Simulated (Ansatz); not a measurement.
This singlet lies 3.87 eV below the relaxed triplet at the level frozen-core full CI/6-31g // B3LYP-D3(BJ)/def2-TZVP (Ansatz, a quantum-chemistry and plane-wave program).

Computed with Ansatz with B3LYP-D3(BJ)/def2-TZVP. No frequencies were computed at this level.

Ansatz 0.2 input:
```yaml
crystal:
  periodic: [false, false, false]
  atoms:
    - { symbol: O, position_ang: [0.754347, -0.000004, -0.000003] }
    - { symbol: Si, position_ang: [-0.754347, 0.000004, 0.000003] }
basis:
  gaussian: { orbitals: def2-tzvp }
hamiltonian:
  xc: b3lyp
  dispersion: d3bj
relax:
  max_steps: 150
```

Output:

```
Functional definition: B3LYP
412 factors; their error is unknown
mean field evaluation 1: about -9916.7901 eV, gradient 7.2e1 eV
mean field evaluation 2: about -9793.0862 eV, gradient 2.0e2 eV
mean field evaluation 4: about -9926.2516 eV, gradient 5.2e0 eV
mean field evaluation 8: about -9926.3131 eV, gradient 1.6e-2 eV
mean field evaluation 16: about -9926.3425 eV, gradient 5.6e-6 eV
mean field -9926.34245350 eV, -364.7863568496 hartree, gradient 5.6e-6 eV, S^2 0.000000; 0 other end points of the search recorded, 0 dependent functions left out
reference -9926.34261900 eV, -364.7863629314 hartree; 11, 11 occupied and 57, 57 virtual orbitals, 412 factors
relax step   1: F+E_penalty+E_count = -9926.37725807 eV  Δ(F+E_penalty+E_count) = +0.000e0 eV  max|allowed force component| = 2.671e-1 eV/Å  Δτ_max = 0.0000 Å  (26 SCF iters, accepted)
these checks for a lower state are left out or cut short: starts, cluster_reference, orbital_swaps, neighbouring_geometries, increment
412 factors; their error is unknown
mean field -9926.34291347 eV, -364.7863737530 hartree, gradient 1.9e-5 eV, S^2 0.000000; 0 other end points of the search recorded, 0 dependent functions left out
reference -9926.34307895 eV, -364.7863798345 hartree; 11, 11 occupied and 57, 57 virtual orbitals, 412 factors
relax step   2: F+E_penalty+E_count = -9926.37771721 eV  Δ(F+E_penalty+E_count) = -4.591e-4 eV  max|allowed force component| = 1.264e-1 eV/Å  Δτ_max = 0.0012 Å  (27 SCF iters, accepted)
these checks for a lower state are left out or cut short: starts, cluster_reference, orbital_swaps, neighbouring_geometries, increment
412 factors; their error is unknown
mean field evaluation 32: about -9926.3430 eV, gradient 1.9e-5 eV
mean field -9926.34304830 eV, -364.7863787079 hartree, gradient 1.9e-5 eV, S^2 0.000000; 0 other end points of the search recorded, 0 dependent functions left out
reference -9926.34321377 eV, -364.7863847889 hartree; 11, 11 occupied and 57, 57 virtual orbitals, 412 factors
relax step   3: F+E_penalty+E_count = -9926.37785129 eV  Δ(F+E_penalty+E_count) = -1.341e-4 eV  max|allowed force component| = 1.124e-3 eV/Å  Δτ_max = 0.0011 Å  (27 SCF iters, accepted)
412 factors; their error is unknown
mean field -9926.34304830 eV, -364.7863787079 hartree, gradient 1.9e-5 eV, S^2 0.000000; 1 other end points of the search recorded, 0 dependent functions left out
reference -9926.34321377 eV, -364.7863847889 hartree; 11, 11 occupied and 57, 57 virtual orbitals, 412 factors
Total energy: -9926.37801676 eV, -364.7876637753 hartree
Atom 0 at     0.756568    -0.000004    -0.000003 Å, force     0.001124    -0.000000    -0.000000 eV/Å
Atom 1 at    -0.756568     0.000004     0.000003 Å, force    -0.001124     0.000000     0.000000 eV/Å
Dipole moment:    -0.648554     0.000003     0.000003 e Å
```

Cost: around 1.5 core-seconds (rough).
